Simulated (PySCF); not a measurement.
## formaldehyde: calculation against experiment

**The experiment to reproduce.**

NIST CCCBDB Release 22 (SRD 101), experimental dipoles lists, for the gas: dipole moment (microwave Stark effect, vibrational ground state) 2.332 D.

How close the calculation comes is told at the end.

Species: formaldehyde, CH2O.
Numbering: `[CH2:1]=[O:2]` (hydrogens: H3, H4 on C1)

Cartesian coordinates in Å at the CAM-B3LYP/def2-TZVP level; atoms count from 1:
```
atom  x, y, z in Å
C1     0.0012    0.0035   -0.0085
O2     1.1773   -0.2066   -0.0224
H3    -0.7392   -0.8172    0.0031
H4    -0.4089    1.0300   -0.0065
```

Runs made with PySCF (gas phase, on this CAM-B3LYP/def2-TZVP geometry; no spin–orbit coupling):

| level | job | basis functions | wall time |
| --- | --- | --- | --- |
| CAM-B3LYP/def2-TZVP, grid level 1 | geometry optimisation from a GFN2-xTB start | 74 | 5.7 s |

Hardware: one thread, Arm Neoverse N1 (aarch64), on a shared host.

Results beside the measurements:

**Dipole moment.** Measured: 2.332 D (NIST CCCBDB Release 22 (SRD 101), experimental dipoles).

```tsv
level	computed (D)	computed − measured (D)	% (from the printed values)
CAM-B3LYP/def2-TZVP	2.401	+0.069	+3
```

The computed dipoles belong to one fixed geometry; measured ones are averaged over vibrations unless marked μe. Magnitudes are compared, not signs.

No measured geometry was used, and the causes of the misses weren't examined.
